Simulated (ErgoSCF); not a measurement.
**SOF2 (thionyl fluoride): B3LYP5/6-311G**

What is the vertical ionisation energy of SOF2 (thionyl fluoride) at B3LYP5/6-311G? 

The calculation is run with ErgoSCF 3.8.

**1. The structure to begin with**

SOF2 has 4 atoms, charge 0, and is taken as a singlet. SMILES: `O=S(F)F`. The coordinates come from a PBE0-D4/def2-TZVP relaxation.

Bond lengths: O1–S2 1.419 Å, S2–F3 1.588 Å, S2–F4 1.588 Å. Angles: O1–S2–F3 106.5°, O1–S2–F4 106.4°, F3–S2–F4 93.0°.

**2. The energy at B3LYP5/6-311G**

Input file job.ego:

```
# F2OS, B3LYP
set_nthreads("env")
scf.output_mulliken_pop = 1
charge = 0
scf.use_diagonalization = 1
XC.type = "LMG"
scf.max_number_of_iterations = 80
tmpdir = "."
basis = "6-311G"
spin_polarization = 0
molecule_inline Angstrom
O      0.932400     0.066600    -1.017800
S     -0.151300    -0.426200    -0.245700
F     -1.124400     0.804200     0.000400
F      0.343300    -0.444600     1.263100
EOF
run "B3LYP"
```

Started as:

```
$ ergo < job.ego
```

Standard output:

```text
[...]
INDF Weighted mixed functional:
[...]
INSC Energy   1 =       -488.31635186582
[...]
INDE E_LUMO =         -0.07136952446
[...]
INSC Energy  22 =       -672.77802159141  ( diff     -0.000000000000909 )
[...]
RESC CONVERGED after  22 iterations.
RESC FINAL ENERGY:       -672.77802159141
[...]
INSC SCF: dipole_moment_x [atomic units] =      -0.51757557
INSC SCF: dipole_moment_y [atomic units] =      -0.78012367
INSC SCF: dipole_moment_z [atomic units] =      -0.17013063
[...]
```

It took 11 s on 1 thread of Intel Xeon Platinum 8488C (Sapphire Rapids), shared host; peak memory 0.26 GiB.

**3. The doublet cation at the same level**

Input file run.inp:

```
set_nthreads("env")
molecule_inline Angstrom
O        0.932400       0.066600      -1.017800
S       -0.151300      -0.426200      -0.245700
F       -1.124400       0.804200       0.000400
F        0.343300      -0.444600       1.263100
EOF
scf.output_mulliken_pop = 1
charge = 1
spin_polarization = 1
scf.max_number_of_iterations = 80
XC.type = "LMG"
basis = "6-311G"
tmpdir = "."
scf.use_diagonalization = 1
run "B3LYP"
```

Started as:

```
$ ergo run.inp
```

Standard output:

```text
[...]
INDF Weighted mixed functional:
[...]
INSC Energy   1 =       -481.86637305934
[...]
INDE E_LUMO =         -0.57664742154
[...]
INSC Energy  23 =       -672.31387225362  ( diff     -0.000000000003638 )
[...]
RESC CONVERGED after  23 iterations.
RESC FINAL ENERGY:       -672.31387225362
RESC FINAL <S2> =          0.75870401276
[...]
INSC SCF: dipole_moment_x [atomic units] =      -0.29362905
INSC SCF: dipole_moment_y [atomic units] =      -0.94374511
INSC SCF: dipole_moment_z [atomic units] =      -0.59223628
[...]
```

It took 18 s on 1 thread of Intel Xeon Platinum 8488C (Sapphire Rapids), shared host; peak memory 0.26 GiB.

**4. What came out**

Level: B3LYP5/6-311G.

```
                                          quantity          value
                        singlet SOF2: total energy  -672.77802 Eh
                       singlet SOF2: dipole moment         2.42 D
                      doublet cation: total energy  -672.31387 Eh
                              doublet cation: ⟨S²⟩          0.759
vertical ionisation energy (to the doublet cation)      12.630 eV
```

The vertical ionisation energy comes to 12.63 eV (291 kcal/mol).
